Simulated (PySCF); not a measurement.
Running PySCF for MgCl

File input.py (PySCF 2.14):

```python
from pyscf import gto, scf, cc

mol = gto.M(
    atom='Mg 0 0 0; Cl 0 0 2.27',
    basis='6-31g',
    charge=0,
    spin=1,
    verbose=4,
)
mf = scf.ROHF(mol)
mf.kernel()
mycc = cc.CCSD(mf, frozen=6)
mycc.kernel()
mf.dip_moment()
print('orbital energies (hartree):', mf.mo_energy[..., max(0, mol.nelec[1]-3):mol.nelec[0]+3].round(4))
```

```bash
$ OMP_NUM_THREADS=1 python input.py
```

It prints (some set-up lines and the per-cycle HOMO/LUMO lines with their warnings removed):

```
PySCF version 2.14.0

[INPUT] Symbol           X                Y                Z      unit          X                Y                Z       unit  Magmom
[INPUT]  1 Mg     0.000000000000   0.000000000000   0.000000000000 AA    0.000000000000   0.000000000000   0.000000000000 Bohr   0.0
[INPUT]  2 Cl     0.000000000000   0.000000000000   2.270000000000 AA    0.000000000000   0.000000000000   4.289678302763 Bohr   0.0

nuclear repulsion = 47.5560136685815
number of shells = 14
number of NR pGTOs = 92
number of NR cGTOs = 26
basis = 6-31g
ecp = {}

******** <class 'pyscf.scf.rohf.ROHF'> ********
method = ROHF
initial guess = minao
damping factor = 0
level_shift factor = 0
DIIS = <class 'pyscf.scf.diis.CDIIS'>
SCF conv_tol = 1e-09
SCF max_cycles = 50
num. doubly occ = 14  num. singly occ = 1
init E= -659.091732641293
cycle= 1 E= -659.090580064989  delta_E= 0.00115  |g|= 0.223  |ddm|= 0.878
cycle= 2 E= -659.122449852237  delta_E= -0.0319  |g|= 0.097  |ddm|= 0.525
cycle= 3 E= -659.127892063492  delta_E= -0.00544  |g|= 0.016  |ddm|= 0.136
cycle= 4 E= -659.128614709668  delta_E= -0.000723  |g|= 0.00256  |ddm|= 0.0889
cycle= 5 E= -659.128621402041  delta_E= -6.69e-06  |g|= 0.000503  |ddm|= 0.00911
cycle= 6 E= -659.12862179773  delta_E= -3.96e-07  |g|= 0.000145  |ddm|= 0.00198
cycle= 7 E= -659.128621823396  delta_E= -2.57e-08  |g|= 2.3e-05  |ddm|= 0.000451
cycle= 8 E= -659.128621824159  delta_E= -7.64e-10  |g|= 3.83e-06  |ddm|= 6.14e-05
Extra cycle  E= -659.128621824171  delta_E= -1.16e-11  |g|= 1.23e-06  |ddm|= 7e-06
converged SCF energy = -659.128621824171

WARN: RCCSD method does not support ROHF method. ROHF object is converted to UHF object and UCCSD method is called.

******** <class 'pyscf.cc.uccsd.UCCSD'> ********
CC2 = 0
CCSD nocc = (np.int64(9), np.int64(8)), nmo = (20, 20)
frozen orbitals 6
max_cycle = 50
direct = 0
conv_tol = 1e-07
conv_tol_normt = 1e-06
Init t2, MP2 energy = -0.0503553581388301
Init E_corr(UCCSD) = -0.0505192564421208
cycle = 1  E_corr(UCCSD) = -0.0550148300222212  dE = -0.00449557358  norm(t1,t2) = 0.0502991
cycle = 2  E_corr(UCCSD) = -0.0569614898185351  dE = -0.0019466598  norm(t1,t2) = 0.0192309
cycle = 3  E_corr(UCCSD) = -0.0579134918221009  dE = -0.000952002004  norm(t1,t2) = 0.0119939
cycle = 4  E_corr(UCCSD) = -0.0582403343425959  dE = -0.00032684252  norm(t1,t2) = 0.0040396
cycle = 5  E_corr(UCCSD) = -0.0581741669873573  dE = 6.61673552e-05  norm(t1,t2) = 0.00170661
cycle = 6  E_corr(UCCSD) = -0.0581819961984226  dE = -7.82921107e-06  norm(t1,t2) = 0.000490876
cycle = 7  E_corr(UCCSD) = -0.0581876617999096  dE = -5.66560149e-06  norm(t1,t2) = 0.000223141
cycle = 8  E_corr(UCCSD) = -0.0581888313297907  dE = -1.16952988e-06  norm(t1,t2) = 7.0368e-05
cycle = 9  E_corr(UCCSD) = -0.0581887941421426  dE = 3.7187648e-08  norm(t1,t2) = 2.71556e-05
cycle = 10  E_corr(UCCSD) = -0.0581887873502346  dE = 6.79190799e-09  norm(t1,t2) = 9.146e-06
cycle = 11  E_corr(UCCSD) = -0.0581887191297597  dE = 6.8220475e-08  norm(t1,t2) = 4.10919e-06
cycle = 12  E_corr(UCCSD) = -0.0581886639429158  dE = 5.51868439e-08  norm(t1,t2) = 1.89412e-06
cycle = 13  E_corr(UCCSD) = -0.0581886438368851  dE = 2.01060307e-08  norm(t1,t2) = 8.6563e-07
UCCSD converged
E(UCCSD) = -659.1868104680078  E_corr = -0.05818864383688506
Dipole moment(X, Y, Z, Debye): -0.00000,  0.00000, -4.84035
orbital energies (hartree): [-0.455  -0.4171 -0.4171 -0.1462  0.0418  0.0418  0.0944]
```

In short: E(SCF) = -659.128622 Eh, 8 cycles, E(CCSD) − E(SCF) = -0.05819 Eh, μz(SCF) = -4.84 D.

Hardware: Arm Neoverse V2, 1 thread, shared host. Wall time 0.99 s, peak memory 0.13 GiB.

The bond length is a typed value, not an optimised one. No search for the lowest solution was made.
